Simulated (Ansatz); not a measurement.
Cartesian coordinates (Å):
```xyz
2

F      0.4600     0.0000     0.0000
H     -0.4600     0.0000     0.0000
```
Charge 0, spin multiplicity 1.

Level of theory: frozen-core CCSD(T)/def2-TZVPP // PBE0-D3(BJ)/def2-TZVP run with Ansatz (a quantum-chemistry and plane-wave program).

| Property | Value |
|---|---|
| HF energy | -100.06520 Ha |
| MP2 correlation energy | -0.27065 Ha |

### Question
Estimate the CCSD correlation energy, the (T) correction, the total energy and the T1 diagnostic.

### Answer

```json
{
  "CCSD correlation energy": "-0.27308 Ha",
  "(T) correction": "-0.00626 Ha",
  "CCSD(T) total energy": "-100.34454 Ha",
  "T1 diagnostic": "0.008"
}
```
